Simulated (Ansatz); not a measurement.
# NH2O (quartet): from Hartree-Fock to the top rungs at distance O1–H3 along a hydrogen transfer = 0.960 Å, cc-pVDZ

Aim: climb from Hartree-Fock through coupled cluster and multireference methods for NH2O (quartet) at one geometry and basis, and see what each rung misses.

Program: Ansatz 0.2.0, Gaussian basis. Level of theory: cc-pVDZ, core rule «outside noble gas», up to 2 orbitals frozen. These are calculated values, not measurements.

The runs, in order: UHF; CCSD(T) on ROHF; CCSD(T) on UHF; BCCD(T) on ROHF; CISD; CCSDT(Q) on ROHF; CCSDT(Q) on UHF; CASSCF and MRCISD+Q, 5 electrons in 5 orbitals; CASSCF and NEVPT2, 5 electrons in 5 orbitals; CASSCF and MRCISD+Q, 13 electrons in 10 orbitals; CASSCF and NEVPT2, 13 electrons in 10 orbitals.

6 further runs of the same task are left out: 6 that didn't finish.

### 1 The geometry

The geometry derives from fragments relaxed apart (PBE0/def2-TZVP) and kept rigid, so it is no stationary point. A hydrogen atom is moved between rigid fragments.

4 atoms, charge 0, spin multiplicity 4.

Atoms are counted from 1 here; the program's logs count them from 0.

Bond lengths: O1–H2 0.960 Å, O1–H3 0.960 Å, H3–N4 1.281 Å. Angles: H2–O1–H3 105.1°, O1–H3–N4 180.0°.

### 2 UHF

in.yaml

```yaml
crystal:
  periodic: [false, false, false]
  atoms:
    - {symbol: O, position_ang: [-1.002589, -0.029165, 0.000000]}
    - {symbol: H, position_ang: [-1.251898, 0.897410, 0.000000]}
    - {symbol: H, position_ang: [-0.043060, -0.029165, 0.000000]}
    - {symbol: N, position_ang: [1.238411, -0.029165, 0.000000]}
basis:
  gaussian: {orbitals: cc-pVDZ}
magnetization: {spin_polarized: true, initial_magnetization: 3}
hamiltonian: {xc: hf}
output: {orbitals: {seedname: orbitals}}
```

Run with:

```sh
$ ansatz run in.yaml --threads 1 --pin off --events-out ev --progress --plain --max-ram 2393MiB
```

After this run come: CCSD(T) on ROHF; CCSD(T) on UHF; BCCD(T) on ROHF; CISD; CCSDT(Q) on ROHF; CCSDT(Q) on UHF; CASSCF and MRCISD+Q, 5 electrons in 5 orbitals; CASSCF and NEVPT2, 5 electrons in 5 orbitals; CASSCF and MRCISD+Q, 13 electrons in 10 orbitals; CASSCF and NEVPT2, 13 electrons in 10 orbitals.

**Question.** What will the summary of the whole plan be? Wanted: UCCSDT(Q) below the RHF energy; RMP2 from UCCSDT(Q); UMP2 from UCCSDT(Q); RCCSD from UCCSDT(Q); RCCSD(T) from UCCSDT(Q); UCCSD(T) from UCCSDT(Q); RCCSDT(Q) from UCCSDT(Q); NEVPT2 pair from UCCSDT(Q); MRCISD+Q pair from UCCSDT(Q).

As calculated:

```
                         quantity                                                                     value
   UCCSDT(Q) below the RHF energy                                                                -8.7114 eV
              RMP2 from UCCSDT(Q)                                                                +871.4 meV
              UMP2 from UCCSDT(Q)                                                                +848.4 meV
             RCCSD from UCCSDT(Q)                                                                +170.5 meV
          RCCSD(T) from UCCSDT(Q)                                                                 +30.4 meV
          UCCSD(T) from UCCSDT(Q)                                                                 +28.5 meV
         RCCSDT(Q) from UCCSDT(Q)                                                                  +2.5 meV
       NEVPT2 pair from UCCSDT(Q)                                                                +877.5 meV
     MRCISD+Q pair from UCCSDT(Q)                                                                 +57.5 meV
    NEVPT2 valence from UCCSDT(Q)                                                               +1168.3 meV
levels within 1 kcal/mol (43 meV)  RCCSD(T), UCCSD(T), BCCD(T), RCCSDT, UCCSDT, RCCSDT(Q), MRCISD+Q valence
                    T1 diagnostic                                                                     0.021
   effectively unpaired electrons                                                                      3.01
```

**Reading.** RCCSD(T) misses by +30.4 meV, 0.3 % of the correlation energy. One determinant dominates. Of the multireference levels listed MRCISD+Q valence comes nearest in total energy (+34.0 meV), which doesn't show that its space is the better one. These misses are within one basis, not against nature; the frozen cores of restricted and unrestricted runs differ, which can shift their rows.
